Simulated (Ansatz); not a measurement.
How far each method lies from full CI for Al2, triplet

Geometry: a PBE0/def2-TZVP stationary point for this spin.

| atom | x (Å) | y (Å) | z (Å) |
| --- | --- | --- | --- |
| Al | 0.0000 | 0.0000 | 0.0000 |
| Al | 0.0000 | 0.0000 | 2.4788 |

Basis cc-pVDZ; Ansatz 0.2.0. Correlated methods freeze the noble-gas cores, which leaves 6 electrons in 26 orbitals. Prefix R: restricted or restricted open-shell reference; prefix U: unrestricted. Active spaces: valence = (6e, 8o) chosen from the atoms' valence shells.

Full CI is exact within this basis and frozen core; it isn't the basis-set limit. The frozen core follows each run's orbitals, which can shift R against U totals by a few meV.

Coupled cluster chose its determinant by a search with trial CCSD, here up to 0.16 eV above the lowest Hartree–Fock solution of its kind, and MP2 stands on that determinant too.

```
UHF ⟨S²⟩                            : 2.090
⟨S²⟩ of the determinant under UCCSD : 2.037
T1 diagnostic (RCCSD)               : 0.0292
largest doubles amplitude (RCCSD)   : 0.146
T1 diagnostic (UCCSD)               : 0.0325
```

Q: From what is known of these methods and the diagnostics, rank them by the size of their error in total energy against full CI in cc-pVDZ, smallest first (an estimate: the text doesn't fix the numbers).
A. RCCSD
B. UCCSDT(Q)
C. BCCD(T)
D. RCCSDT
E. UMP2

A: B (3 meV), D (21 meV), C (77 meV), A (279 meV), E (1016 meV).

All errors are against full CI in cc-pVDZ. Within each family the higher level lies nearer, as is usual though not guaranteed.

The full-CI state has the irrep B1g of D2h, in the program's axes (one component, if the state is degenerate).

Natural occupations of full CI about the gap: 1.914 1.813 0.955 0.955 0.129 0.062 0.062 0.023 0.011 0.011; effectively unpaired electrons, Σ n²(2−n)², 2.23.

Atomization energy (electronic, same basis, no zero-point term; atoms at the same level, unrestricted beside the R rows where the molecule is a closed shell, with restricted open-shell steps beyond CCSDT(Q)) at full CI: 114.8 kJ/mol. Errors of other levels:

| level | error (kJ/mol) |
| --- | --- |
| RMP2 | -1.3 |
| UMP2 | -5.9 |
| RCCSD | -20.7 |
| UCCSD | -20.7 |
| RCCSD(T) | -5.1 |
| UCCSD(T) | -5.5 |
| BCCD(T) | -5.5 |
| RCCSDT | -2.0 |
| UCCSDT | -1.9 |
| RCCSDT(Q) | -0.4 |
| UCCSDT(Q) | -0.3 |
| CASSCF (valence space) | -17.8 |
| NEVPT2 (valence space) | 2.9 |
| MRCISD (valence space) | -6.3 |
| MRCISD+Q (valence space) | -1.5 |

This basis is far from its limit, so the value isn't to be set against a measured one. Truncated CI isn't size-consistent, which counts against it in atomization.
